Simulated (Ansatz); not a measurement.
**SiH₄S₂ (built from SMILES S[SiH2]S): a reaction path by the nudged elastic band**

Aim: the minimum-energy path between two given structures and its highest point. Both ends were relaxed at PBE0-D4 in triple zeta.

Program: Ansatz 0.2.0, Gaussian basis. Level of theory: PBE0-D4/def2-SVP. These are calculated values, not measurements.

### Step 1. The starting structure

The first end: 7 atoms, charge 0, spin multiplicity 1.

Atoms are counted from 1 here; the program's logs count them from 0.

Bond lengths: Si1–S2 2.131 Å, Si1–S3 2.131 Å, Si1–H5 1.482 Å, Si1–H6 1.482 Å, S2–H7 1.344 Å, S3–H4 1.344 Å. Angles: S2–Si1–S3 114.0°, S2–Si1–H5 103.5°, S2–Si1–H6 112.7°, S3–Si1–H5 112.7°, S3–Si1–H6 103.5°, H5–Si1–H6 110.9°, Si1–S2–H7 94.5°, Si1–S3–H4 94.5°.

Geometry (Å):

```mol
H4S2Si
  3D, bonds by distance, orders not assigned

  7  6  0  0  0  0  0  0  0  0999 V2000
   -0.1551   -0.3068    0.5135 Si  0  0
    1.5753   -0.7733   -0.6402 S   0  0
   -1.3024    1.3130   -0.2631 S   0  0
   -1.4752    0.7495   -1.4710 H   0  0
   -0.9099   -1.5820    0.5352 H   0  0
    0.1775    0.1335    1.8889 H   0  0
    2.0898    0.4661   -0.5633 H   0  0
  1  2  8  0
  1  3  8  0
  1  5  8  0
  1  6  8  0
  2  7  8  0
  3  4  8  0
M  END
```

The second end:

```xyz
7

Si   -0.6371   -0.1432    0.7951
S     1.2280   -0.3464   -0.8564
S    -1.7317    1.3896    0.2360
H     0.3684   -0.2005   -1.8813
H    -1.0184   -1.5675    0.5775
H     0.3337   -0.1101    1.9255
H     1.4571    0.9781   -0.7963
```

### Step 2. The band at PBE0-D4/def2-SVP

neb/in.yaml

```yaml
crystal:
  periodic: [false, false, false]
  atoms:
    - {symbol: Si, position_ang: [-0.155094, -0.306796, 0.513474]}
    - {symbol: S, position_ang: [1.575328, -0.773274, -0.640157]}
    - {symbol: S, position_ang: [-1.302368, 1.312963, -0.263064]}
    - {symbol: H, position_ang: [-1.475166, 0.749492, -1.471018]}
    - {symbol: H, position_ang: [-0.909903, -1.582000, 0.535237]}
    - {symbol: H, position_ang: [0.177530, 0.133494, 1.888922]}
    - {symbol: H, position_ang: [2.089773, 0.466121, -0.563294]}
basis:
  gaussian: {orbitals: def2-SVP}
hamiltonian: {xc: pbe0, dispersion: d4}
neb:
  images: 5
  climbing: true
  max_iterations: 40
  initial_path: idpp
  final_atoms:
    - {symbol: Si, position_ang: [-0.637092, -0.143199, 0.795121]}
    - {symbol: S, position_ang: [1.227989, -0.346401, -0.856399]}
    - {symbol: S, position_ang: [-1.731667, 1.389586, 0.235954]}
    - {symbol: H, position_ang: [0.368434, -0.200539, -1.881274]}
    - {symbol: H, position_ang: [-1.018433, -1.567477, 0.577472]}
    - {symbol: H, position_ang: [0.333730, -0.110106, 1.925484]}
    - {symbol: H, position_ang: [1.457138, 0.978135, -0.796259]}
```

On the command line:

```sh
> ansatz run in.yaml --threads 2 --pin off --events-out ev --progress --plain --max-ram 4352MiB
```

Q: Predict the outcome of this session. Wanted: barrier over the separately found saddle, CCSD(T)/def2-TZVPP.

**Answer**, as computed:

```
                                                    quantity                                           value
                             PBE0-D4/def2-SVP, 15 iterations  highest 1.567 eV (image 4), last end +1.376 eV
barrier over the separately found saddle, CCSD(T)/def2-TZVPP                                        1.706 eV
```

The highest image lies 1.567 eV above the first end, and it climbed, so it estimates the saddle. The ends are not quite minima at this level (largest force component 0.27 eV/Å), so the heights are unreliable: relaxing the first end would lower it and raise the barrier above it. The highest image is 0.139 eV below the CCSD(T) barrier in triple zeta, which comes from separate runs on the saddle.
